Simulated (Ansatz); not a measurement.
# [PH4]+ (phosphonium): levels of theory compared

We compute a comparison of 6 runs (HSE06/3-21G, PBE0/6-31G, wB97M-V/3-21G, CCSDT/3-21G, CCSD(T)/6-31G, UCCSD(T)/3-21G) of [PH4]+ (phosphonium). 

The calculation is run with Ansatz 0.2.0.

## 1. The structure to begin with

[PH4]+: 5 atoms, total charge +1, spin state singlet. SMILES: `[PH4+]`. The H3–P1 distance was set to 2.750 Å, away from the relaxed value. At this shape a bond of the SMILES string is far longer than usual.

Bond lengths: P1–H2 1.375 Å, P1–H4 1.375 Å, P1–H5 1.375 Å. Angles: H2–P1–H4 109.5°, H2–P1–H5 109.5°, H4–P1–H5 109.5°.

## 2. A single-point energy at HSE06/3-21G (run 1)

The input, molecule.yaml:

```yaml
crystal:
  periodic: [false, false, false]
  atoms:
    - {symbol: P, position_ang: [0.617299, 1.016081, -0.690931]}
    - {symbol: H, position_ang: [1.974779, 0.954751, -0.480531]}
    - {symbol: H, position_ang: [-0.617320, -1.016050, 0.691010]}
    - {symbol: H, position_ang: [0.355459, 0.882331, -2.034321]}
    - {symbol: H, position_ang: [0.139069, 2.227221, -0.249151]}
basis:
  gaussian:
    orbitals: 3-21G.json
total_charge: 1
hamiltonian:
  xc: {name: HSE06}
accuracy: high
```

The basis set 3-21G is read from a file made from the Basis Set Exchange's data (not shown).

Run with:

```bash
$ ansatz run molecule.yaml --threads 1 --pin off --max-ram 2610MiB --events-out events.jsonl --progress --plain --runs-dir runs
```

Output:

```text
Warning: RAYON_NUM_THREADS=1 ignored (pool sized by the plan → 1); use --threads N
Functional definition: HSE06
  name "HSE06"
  parameter a = 0.25
  parameter omega = 0.11/bohr
  exchange = pbe_x - a*pbe_x_sr(omega) + a*exact_x_sr(omega)
  correlation = pbe_c
415 factors; integrals over basis functions are off by at most 4.1e-9 eV
75 factors; integrals over basis functions are off by at most 3.4e-10 eV
mean field evaluation 1: about -9284.8859 eV, gradient 2.6e1 eV
mean field evaluation 2: about -9274.3512 eV, gradient 4.5e1 eV
mean field evaluation 4: about -9288.6617 eV, gradient 1.1e1 eV
mean field evaluation 8: about -9289.4349 eV, gradient 3.5e-1 eV
mean field evaluation 16: about -9289.4158 eV, gradient 1.5e-5 eV
mean field -9289.41579621 eV, -341.3797339184 hartree, gradient 3.5e-8 eV, S^2 0.000000; 0 other end points of the search recorded, 0 dependent functions left out
reference -9289.41579827 eV, -341.3797339943 hartree; 9, 9 occupied and 12, 12 virtual orbitals, 415 factors
Total energy: -9289.41579827 eV, -341.3797339943 hartree
```

Wall time 0.89 s (1 thread of AMD EPYC 7R43 (Zen 3), shared host); peak memory 0.1 GiB.

## 3. The energy at PBE0/6-31G (run 2)

molecule.yaml, as its differences from that of step 2:

```diff
@@ -9,7 +9,5 @@
 basis:
-  gaussian:
-    orbitals: 3-21G.json
+  gaussian: {orbitals: 6-31G}
+hamiltonian: {xc: {name: PBE0}}
+accuracy: high
 total_charge: 1
-hamiltonian:
-  xc: {name: HSE06}
-accuracy: high
```

Run with:

```bash
$ ansatz run molecule.yaml --threads 1 --pin off --max-ram 2610MiB --events-out events.jsonl --progress --plain --runs-dir runs
```

Output:

```text
Warning: RAYON_NUM_THREADS=1 ignored (pool sized by the plan → 1); use --threads N
Functional definition: PBE0
  name "PBE0"
[... 1 set-up line as earlier in the session ...]
  parameter kappa = 0.804
  parameter beta = 0.06672455060314922
  exchange = (1 - a)*pbe_x(kappa = kappa, mu = beta*pi^2/3) + a*exact_x
  correlation = pbe_c(beta = beta)
471 factors; integrals over basis functions are off by at most 2.6e-9 eV
mean field evaluation 1: about -9331.7010 eV, gradient 2.4e1 eV
mean field evaluation 2: about -9322.5065 eV, gradient 4.2e1 eV
mean field evaluation 4: about -9335.9248 eV, gradient 6.0e0 eV
mean field evaluation 8: about -9336.1514 eV, gradient 6.5e-2 eV
mean field evaluation 16: about -9336.1514 eV, gradient 1.2e-6 eV
mean field -9336.15144605 eV, -343.0972373716 hartree, gradient 2.7e-8 eV, S^2 0.000000; 0 other end points of the search recorded, 0 dependent functions left out
reference -9336.15144794 eV, -343.0972374412 hartree; 9, 9 occupied and 12, 12 virtual orbitals, 471 factors
Total energy: -9336.15144794 eV, -343.0972374412 hartree
```

Wall time 0.71 s (1 thread of AMD EPYC 7R43 (Zen 3), shared host); peak memory 0.1 GiB.

Runs 3 to 5 aren't shown in full; the table further down has their settings and results.

## 4. The energy at UCCSD(T)/3-21G (run 6)

The input, input.yaml:

```yaml
basis:
  gaussian: {orbitals: 3-21G.json}
crystal:
  periodic: [false, false, false]
  atoms:
    - {symbol: P, position_ang: [0.617299, 1.016081, -0.690931]}
    - {symbol: H, position_ang: [1.974779, 0.954751, -0.480531]}
    - {symbol: H, position_ang: [-0.617320, -1.016050, 0.691010]}
    - {symbol: H, position_ang: [0.355459, 0.882331, -2.034321]}
    - {symbol: H, position_ang: [0.139069, 2.227221, -0.249151]}
total_charge: 1
magnetization: {spin_polarized: true, initial_magnetization: 0}
correlation: {method: ccsd_t, frozen_orbitals: {H: 0, P: 5}}
accuracy: high
scf: {omitted_lower_state_checks: [cluster_reference, increment]}
```

The basis set 3-21G is read from a file made from the Basis Set Exchange's data (not shown).

Run with:

```bash
$ ansatz run input.yaml --threads 1 --pin off --max-ram 2610MiB --events-out events.jsonl --progress --plain --runs-dir runs
```

Output, shortened:

```text
Warning: RAYON_NUM_THREADS=1 ignored (pool sized by the plan → 1); use --threads N
Functional definition: HF
  name "HF"
[...]
415 factors; integrals over basis functions are off by at most 4.1e-9 eV
[...]
mean field -9275.98503936 eV, -340.8861627080 hartree, gradient 9.5e-8 eV, S^2 0.872599; 5 other end points of the search recorded, 0 dependent functions left out
5 core orbitals not correlated: weight in the atoms' cores, before any rotation towards them, 1.000 or more for the frozen orbitals, at most 0.000 for the correlated occupied ones
reference -9275.98503936 eV, -340.8861627080 hartree; 4, 4 occupied and 12, 12 virtual orbitals, 415 factors
second order -1.52652038 eV of doubles, -0.00000000 eV of singles
cycle   1  -1.89002969 eV  change   -3.6e-1 eV  update   4.9e-2
[...]
cycle  33  -2.30706742 eV  change   2.7e-10 eV  update  1.8e-10
perturbative correction -0.07585045 eV, -0.0027874528 hartree
Total energy: -9278.36795723 eV, -340.9737333246 hartree
Checks for a lower state left out: cluster_reference, increment
```

Wall time 0.37 s (1 thread of AMD EPYC 7R43 (Zen 3), shared host).

## 5. All runs side by side

```
run           level  frozen core orbitals  energy (Eh)  wall time
  1     HSE06/3-21G                     –  -341.379734     0.89 s
  2      PBE0/6-31G                     –  -343.097237     0.71 s
  3   wB97M-V/3-21G                     –  -341.478328      6.6 s
  4     CCSDT/3-21G                     5  -340.975804     0.42 s
  5   CCSD(T)/6-31G                     5  -342.668523     0.26 s
  6  UCCSD(T)/3-21G                     5  -340.973733     0.37 s
```

## 6. What came out

```
                                          quantity          value
                               run 6: total energy  -340.97373 Eh
run 6: correlation energy (5 core orbitals frozen)      -87.6 mEh
                             run 6: (T) correction      -2.79 mEh
          run 6: ⟨S²⟩ of the reference determinant          0.873
                              run 6: T1 diagnostic          0.076
```

**Reading.** Totals of different functionals can't be ranked against each other. In run 5 the T1 diagnostic is large, so a single reference may not serve. In runs 4, 5 the log says that unrestricted orbitals would lower the reference, so the values rest on an unstable closed-shell determinant (other closed-shell runs at this shape may share the fault). Spin contamination of the reference: run 6 ⟨S²⟩ = 0.87. Where it is this large, the reference is a mixture of spin states, and values that rest on it are in doubt. All runs together took 9.2 s, the longest 6.6 s.
